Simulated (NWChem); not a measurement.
Everything below was run with NWChem. System: propene (C$_{3}$H$_{6}$), charge 0, spin multiplicity 1, at a geometry optimised with PBE0/def2-SVP. Level: MP2/def2-TZVP, 3 core orbitals frozen.

Part of the output:

```
             Northwest Computational Chemistry Package (NWChem) 7.3.0
             --------------------------------------------------------

                                NWChem Input Module
                                -------------------

 Scaling coordinates for geometry "geometry" by  1.889725989
 (inverse scale =  0.529177249)

 Turning off AUTOSYM since
 SYMMETRY directive was detected!

                             Geometry "geometry" -> ""
                             -------------------------

 Output coordinates in angstroms (scale by  1.889725989 to convert to a.u.)

  No.       Tag          Charge          X              Y              Z
 ---- ---------------- ---------- -------------- -------------- --------------
    1 C                    6.0000     0.25137300     1.21614800     0.00000000
    2 C                    6.0000    -0.45943400    -0.09662800     0.00000000
    3 C                    6.0000     0.12564600    -1.29532700     0.00000000
    4 H                    1.0000    -0.02407700     1.81718300    -0.88295200
    5 H                    1.0000    -0.02407700     1.81718300     0.88295200
    6 H                    1.0000     1.34406700     1.08852600     0.00000000
    7 H                    1.0000    -1.55647800    -0.05060500     0.00000000
    8 H                    1.0000     1.21599200    -1.39961100     0.00000000
    9 H                    1.0000    -0.46093800    -2.21783700     0.00000000

 Effective nuclear repulsion energy (a.u.)      70.5701132332

            Nuclear Dipole moment (a.u.)
            ----------------------------
        X                 Y               Z
 ---------------- ---------------- ----------------
    -0.0000018897    -0.0000056692     0.0000000000

      Symmetry information
      --------------------

 Group name             Cs
 Group number              2
 Group order               2
 No. of unique centers     8

      Symmetry unique atoms

     1    2    3    4    6    7    8    9


 Summary of "ao basis" -> "" (spherical)
 ------------------------------------------------------------------------------
       Tag                 Description            Shells   Functions and Types
 ---------------- ------------------------------  ------  ---------------------
 *                         def2-tzvp                  on all atoms

 Summary of "ao basis" -> "ao basis" (spherical)
 ------------------------------------------------------------------------------
[...]
    3 C    6     6.29   0.85  1.12  0.50  0.60  0.13  1.23  1.30  0.48  0.02  0.05  0.01
    4 H    1     0.89   0.26  0.49  0.11  0.02
    5 H    1     0.89   0.26  0.49  0.11  0.02
    6 H    1     0.90   0.26  0.50  0.11  0.02
    7 H    1     0.89   0.26  0.50  0.10  0.02
    8 H    1     0.88   0.26  0.50  0.10  0.02
    9 H    1     0.87   0.26  0.50  0.09  0.02

       Multipole analysis of the density wrt the origin
       ------------------------------------------------

     L   x y z        total         open         nuclear
     -   - - -        -----         ----         -------
     0   0 0 0      0.000000      0.000000     24.000000

     1   1 0 0     -0.020889      0.000000     -0.000002
     1   0 1 0      0.157330      0.000000     -0.000006
     1   0 0 1     -0.000000      0.000000      0.000000

     2   2 0 0    -14.169485      0.000000     27.360527
     2   1 1 0     -0.180086      0.000000      6.780638
     2   1 0 1     -0.000000      0.000000      0.000000
     2   0 2 0    -14.421500      0.000000    120.226378
     2   0 1 1      0.000000      0.000000      0.000000
     2   0 0 2    -16.620466      0.000000      5.568034

                   NWChem MP2 Semi-direct Energy/Gradient Module
                   ---------------------------------------------

  Basis functions       =    129
  Molecular orbitals    =    129
  Frozen core           =      3
  Frozen virtuals       =      0
  Active alpha occupied =      9
  Active beta occupied  =      9
  Active alpha virtual  =    117
  Active beta virtual   =    117
  Use MO symmetry       = T
  Use skeleton AO sym   = T

  AO/Fock/Back tols     =   1.0D-09  1.0D-09  1.0D-09

 GA uses MA = F    GA memory limited = T

 Available:
  local mem=  1.26D+08
 global mem=  1.44D+08
 local disk=  0.00D+00
  mp2_memr nvloc                   117
  nvloc new                   117
   1 passes of   9:        5242880                      86576                  29869483.
   1 passes of   9: M    126140010           G      144145918           F     120897130.

 Semi-direct pass number   1 of   1  for RHF alpha+beta  at        3.5s
  vrange nnbf                  8335
  mp2_eaftype                   113  avail_ma_in_mb                  1099
 EAF : mp2_eaftype filesize         113   14934741.
  mp2_eaf for mointskh                    113
Node 0 wrote     70.2 Mb in      0.0 s     Agg I/O rate:  2474.1 Mb/s
 Done moints_semi at        7.0s
  mp2_eaftype                   113  avail_ma_in_mb                   986
 EAF : mp2_eaftype filesize         113   14934741.
  mp2_eaf for kh                   113
 Done maket at        7.2s
 Done multipass loop at        7.2s

          -------------------------------------------
          SCF energy                -117.116583373840
          Correlation energy          -0.492620214391
          Singlet pairs               -0.329157964988
          Triplet pairs               -0.163462249403
          Total MP2 energy          -117.609203588231
          -------------------------------------------

          ---------------------------------------------------
                    Spin Component Scaled (SCS) MP2
          Same spin pairs                     -0.108974832936
          Same spin scaling factor             0.333333333333
          Opposite spin pairs                 -0.383645381456
          Opposite spin scaling fact.          1.200000000000
          SCS-MP2 correlation energy          -0.496699402059
          Total SCS-MP2 energy              -117.613282775899
          ---------------------------------------------------

 -----------------------
 Performance information
 -----------------------

 Timer overhead =  9.66D-08 seconds/call

               Nr. of calls         CPU time (s)                 Wall time (s)                GFlops
             ---------------    -------------------     ------------------------------   -------------------
Name         Min   Avg   Max    Min     Avg     Max     Min     Avg     Max   Mx/calls   Min     Max     Sum
mp2: moin     1     1     1    3.4     3.4     3.4      3.4     3.4     3.4     3.4      0.0     0.0     0.0
mp2: make     1     1     1   0.19    0.19    0.19     0.19    0.19    0.19    0.19      0.0     0.0     0.0
mp2: tota     1     1     1    3.7     3.7     3.7      3.7     3.7     3.7     3.7      0.0     0.0     0.0

 The average no. of pstat calls per process was 3.00D+00
 with a timing overhead of 2.90D-07s

 Task  times  cpu:        7.2s     wall:        7.2s

 Total times  cpu:        7.2s     wall:        7.2s
```

Task: Write an NWChem input that would produce this output.

Result: One answer among several that fit: 
```
start mol
memory heap 200 mb stack 900 mb global 1100 mb
geometry units angstroms nocenter noautoz
  C      0.251373     1.216148     0.000000
  C     -0.459434    -0.096628     0.000000
  C      0.125646    -1.295327     0.000000
  H     -0.024077     1.817183    -0.882952
  H     -0.024077     1.817183     0.882952
  H      1.344067     1.088526     0.000000
  H     -1.556478    -0.050605     0.000000
  H      1.215992    -1.399611     0.000000
  H     -0.460938    -2.217837     0.000000
  symmetry group Cs
end
basis spherical
  * library def2-tzvp
end
scf
  rhf
  nopen 0
  maxiter 100
  thresh 1e-7
  semidirect memsize 60000000 filesize 0
end
mp2
  freeze core 3
end
task mp2 energy
```
